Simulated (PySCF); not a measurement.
Ligands exchanged one at a time, B F-SH. Isolated molecules, 0 K electronic values unless said otherwise. One relaxed conformer stands for each flexible species; it need not be the lowest. Strings in code marks are SMILES.

All values below come from B3LYP-D3(BJ)/def2-TZVP (PySCF). B3LYP has the VWN-RPA correlation part, as in Gaussian. Delta-SCF ions had no search for a lower state. Excitations are Tamm–Dancoff values on a coarser integration grid. The basis has no diffuse functions, so Rydberg states are missing or too high.

| species | S1–T1 gap (TDA) (eV) | T1 excitation (TDA) (eV) | vertical ionisation energy (Delta-SCF) (eV) | S1 oscillator strength |
|---|---|---|---|---|
| 0 of 3 F replaced by SH (`FB(F)F`) | 0.25 | 10.23 | 15.21 | 0.000 |
| 1 of 3 F replaced by SH | 0.59 | 6.06 | 11.06 | 0.008 |
| 2 of 3 F replaced by SH (`FB(S)S` (S–B–S–H torsion -180°, S–B–S–H torsion 180°)) | 0.68 | 5.18 | 9.77 | 0.000 |
| 3 of 3 F replaced by SH | 0.52 | 4.80 | 9.47 | 0.000 |
